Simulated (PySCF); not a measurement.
## First-order multiplets

Geometry:
| atom | x (Å) | y (Å) | z (Å) |
| --- | --- | --- | --- |
| C1 | -2.509 | 0.488 | -0.014 |
| C2 | -1.360 | 0.432 | -0.694 |
| F3 | -1.342 | 0.714 | -2.002 |
| C4 | -0.086 | 0.090 | -0.155 |
| C5 | 1.000 | -0.210 | 0.299 |
| C6 | 2.297 | -0.561 | 0.844 |
| H7 | -2.524 | 0.261 | 1.051 |
| H8 | -3.435 | 0.761 | -0.522 |
| H9 | 2.455 | -1.651 | 0.825 |
| H10 | 2.390 | -0.224 | 1.888 |
| H11 | 3.106 | -0.092 | 0.263 |

Theoretical values (PySCF 2.14): B3LYP/pcJ-1 coupling constants (spin–dipole term only in couplings to heteroatoms), geometry: PBE0-D3(BJ)/def2-SVP, NMR shieldings at PBE0/pcSseg-1/GIAO. One averaged value for each set of equivalent atoms, single conformer, relativity neglected, gas phase.

Chemical shifts δ = σref − σ; TMS for 1H; CFCl3 for 19F, all at this level.

Spectrometer: 600 MHz for 1H. First-order analysis; couplings under 1 Hz (under 4 Hz in carbon signals) are ignored, and nearly equal couplings are merged; the smaller ones broaden or split the lines further.

**Question.** What pattern does H8 show (1H)?

**Answer.** A doublet of doublets at δ 5.17: 8.1 Hz to F3 (1 × 19F, 3 bonds away), 1.9 Hz to H7 (1 × 1H, 2 bonds away). Lines in Hz from the centre (relative intensity): +5.0 (1), +3.1 (1), -3.1 (1), -5.0 (1). The outer lines are 10.0 Hz apart, the sum of the couplings kept, or 0.017 ppm at this field.

**Question.** What pattern does H9/H10/H11 show (1H)?

**Answer.** A doublet at δ 2.06: 5.5 Hz to F3 (1 × 19F, 5 bonds away). Lines in Hz from the centre (relative intensity): +2.8 (1), -2.8 (1). The outer lines are 5.5 Hz apart, the sum of the couplings kept, or 0.009 ppm at this field.

**Question.** What pattern does H7 show (1H)?

**Answer.** A doublet of doublets at δ 4.95: 36.6 Hz to F3 (1 × 19F, 3 bonds away), 1.9 Hz to H8 (1 × 1H, 2 bonds away). Lines in Hz from the centre (relative intensity): +19.2 (1), +17.4 (1), -17.4 (1), -19.2 (1). The outer lines are 38.5 Hz apart, the sum of the couplings kept, or 0.064 ppm at this field.

**Question.** What pattern does F3 show (19F)?

**Answer.** A doublet of doublets of quartets at δ -91.2: 36.6 Hz to H7 (1 × 1H, 3 bonds away), 8.1 Hz to H8 (1 × 1H, 3 bonds away), 5.5 Hz to H9/H10/H11 (3 × 1H, 5 bonds away). Lines in Hz from the centre (relative intensity): +30.6 (1), +25.1 (3), +22.5 (1), +19.6 (3), +17.0 (3), +14.1 (1), +11.5 (3), +6.0 (1), -6.0 (1), -11.5 (3), -14.1 (1), -17.0 (3), -19.6 (3), -22.5 (1), -25.1 (3), -30.6 (1). The outer lines are 61.2 Hz apart, the sum of the couplings kept, or 0.108 ppm at this field.
